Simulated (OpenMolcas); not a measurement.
## How basis sets differ on CH6B2 (SMILES BBC)

CH6B2: 9 atoms, total charge 0, spin state singlet. SMILES: `BBC`. Geometry: relaxed at GFN2-xTB.

Each level gives the dipole moment (D). The values are calculated.

```
      level          kind     program  value (D)
  HF/STO-3G  Hartree–Fock  OpenMolcas       0.28
   HF/3-21G  Hartree–Fock  OpenMolcas       0.45
   HF/6-31G  Hartree–Fock  OpenMolcas       0.43
HF/def2-SVP  Hartree–Fock  OpenMolcas       0.45
```

The values span 0.28 to 0.45 D. Magnitudes only: a small dipole may point the other way at some levels. Sets without polarisation functions give poor dipoles.
